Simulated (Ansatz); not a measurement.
**How far each method lies from UCCSDT(Q) for Ge–Al–OH, triplet**

Geometry: a PBE0/def2-TZVP stationary point for this spin, not checked as a minimum.

```yaml
atoms:
  - { symbol: Al, position_ang: [0.0000, 0.0000, -0.4578] }
  - { symbol: Ge, position_ang: [0.0000, 0.0000, -2.8770] }
  - { symbol: O, position_ang: [0.0000, 0.0000, 1.1936] }
  - { symbol: H, position_ang: [0.0000, 0.0000, 2.1412] }
```

Basis cc-pVDZ; Ansatz 0.2.0. Only valence electrons are correlated (noble-gas cores and the filled d shells of p-block atoms frozen), which leaves 14 electrons in 44 orbitals. Prefix R: restricted or restricted open-shell reference; prefix U: unrestricted. Active spaces: frontier = (10e, 10o) about the gap. No spin–orbit coupling is included, and no scalar relativity.

Full CI isn't at hand for all of this; UCCSDT(Q) serves as the reference, and is uncertain by the last step of the cluster series or more. The frozen core follows each run's orbitals, which can shift R against U totals by a few meV for light atoms and by up to 0.1 eV past Ca.

```
UHF ⟨S²⟩                          : 2.016
T1 diagnostic (RCCSD)             : 0.0203
largest doubles amplitude (RCCSD) : 0.072
T1 diagnostic (UCCSD)             : 0.0206
```

| level | E − E(UHF) (eV) |
| --- | --- |
| UMP2 | -7.9410 |
| UCCSD | -8.6279 |
| UCCSD(T) | -8.8777 |

Problem. Estimate how far UCCSDT(Q) in cc-pVDZ lies from UCCSD(T). The table doesn't fix it; the size of (T) and the diagnostics are the guide.

Solution. UCCSDT(Q) in cc-pVDZ lies 6.3 kJ/mol below UCCSD(T), which is 26 % of the (T) step (-24.1 kJ/mol). The diagnostics give no warning, yet the rest is a sizeable part of (T). The miss exceeds 1 kcal/mol.

The other levels:

```csv
level,E − E(UCCSDT(Q)) (kJ/mol),wall time
UCCSDT,2.8,–
```

Run but not shown, since their state, orbitals or frozen core can't be matched to the reference's or they repeat it: RHF, RMP2, CISD, RCCSD, RCCSD(T), BCCD(T), RCCSDT, RCCSDT(Q), CASSCF (frontier space), MRCISD (frontier space), MRCISD+Q (frontier space).

Atomization energy (electronic, same basis, no zero-point term; atoms at the same level, unrestricted beside the R rows where the molecule is a closed shell, but restricted open-shell past Ca, as are all atoms' steps beyond CCSDT(Q)) at UCCSDT(Q): 977.1 kJ/mol. Errors of other levels:

```json
{"level": "UHF", "error (kJ/mol)": "-268.2"}
{"level": "UMP2", "error (kJ/mol)": "36.8"}
{"level": "UCCSD", "error (kJ/mol)": "-22.3"}
{"level": "UCCSD(T)", "error (kJ/mol)": "-4.0"}
{"level": "UCCSDT", "error (kJ/mol)": "-2.6"}
```

This basis is far from its limit, so the value isn't to be set against a measured one.
